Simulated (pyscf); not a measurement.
Concerted two-bond exchange: Cl–CH•–CH₂–Cl + hydrogen fluoride (HF) → Cl atom (Cl•) + F–CH₂–CH₂–Cl

Gas phase, doublet surface, charge 0. Bonds broken: Cl1–C2, H6–F9. Bonds formed: C2–H6, C2–F9. PySCF, gas phase, ωB97X-D3(BJ)/def2-SVP geometries.

Transition state (Å):

```xyz
9

Cl     0.1074    -0.8320     1.7527
C     -0.5363     0.4670     0.2986
C     -0.7266    -0.3810    -0.9315
Cl    -1.9668    -1.6278    -0.6923
H     -1.4274     0.8396     0.8027
H      0.4756     0.8656     0.5840
H      0.2122    -0.8711    -1.2185
H     -1.0588     0.2814    -1.7400
F     -0.1328     1.9952    -0.5000
```

One imaginary mode, 1053i cm⁻¹; descent along it reached the two sides named, in the forms told below.

```json
[
 {"bond": "Cl1–C2", "change": "breaks", "reactant side (Å)": "1.704", "saddle": "2.053", "product side": "3.6"},
 {"bond": "H6–F9", "change": "breaks", "reactant side (Å)": "0.929", "saddle": "1.680", "product side": "2.031"},
 {"bond": "C2–H6", "change": "forms", "reactant side (Å)": "2.180", "saddle": "1.124", "product side": "1.101"},
 {"bond": "C2–F9", "change": "forms", "reactant side (Å)": "2.9", "saddle": "1.771", "product side": "1.376"}
]
```

Electronic energies relative to the separated reactants (kJ/mol):

| level | barrier | reaction energy | reverse barrier |
|---|---|---|---|
| ωB97X-D3(BJ)/def2-TZVP | 212.3 | +27.0 | 185.2 |
| PBE/def2-TZVP | 166.0 | +48.1 | 117.9 |
| r²SCAN/def2-TZVP | 183.2 | +46.0 | 137.2 |
| B3LYP-D3(BJ)/def2-TZVP | 188.9 | +29.6 | 159.2 |
| PBE0-D3(BJ)/def2-TZVP | 200.4 | +39.4 | 161.0 |
| M06-2X/def2-TZVP | 221.5 | +25.4 | 196.1 |
| ωB97M-D3(BJ)/def2-TZVP | 211.7 | +26.4 | 185.3 |
| HF/def2-TZVP | 284.5 | -19.5 | 304.0 |

With ωB97M-D3(BJ)/def2-TZVP energies and thermal terms (ideal gas, 1 atm, RRHO with modes under 100 cm⁻¹ raised to 100, one conformer, R ln 2 for chiral ones without a mode under 150 cm⁻¹), in kJ/mol:

| T (K) | ΔH‡ | ΔG‡ | ΔH | ΔG |
|---|---|---|---|---|
| 298 | 214.7 | 257.5 | +39.3 | +49.1 |
| 600 | 212.7 | 301.8 | +36.4 | +60.4 |
| 900 | 212.6 | 346.4 | +35.8 | +72.6 |
| 1200 | 213.4 | 390.9 | +36.8 | +84.7 |

On the product side the descent ends in what is likely a three-electron adduct, which functionals tend to overbind (not fully relaxed), 25.6 kJ/mol under the separated species and 210.9 kJ/mol under the saddle at ωB97X-D3(BJ)/def2-TZVP. The same reactants have a lower exit, to H₂C=CH–Cl + Cl• + HF (no saddle counted: cutting one bond, which may have a small barrier of its own, costs +94.7 kJ/mol at ωB97M-D3(BJ), against +211.7 kJ/mol here). This is the saddle that the search found; another between the same sides may lie lower. Left out: orbital degeneracy and the spin-orbit lowering of Cl.
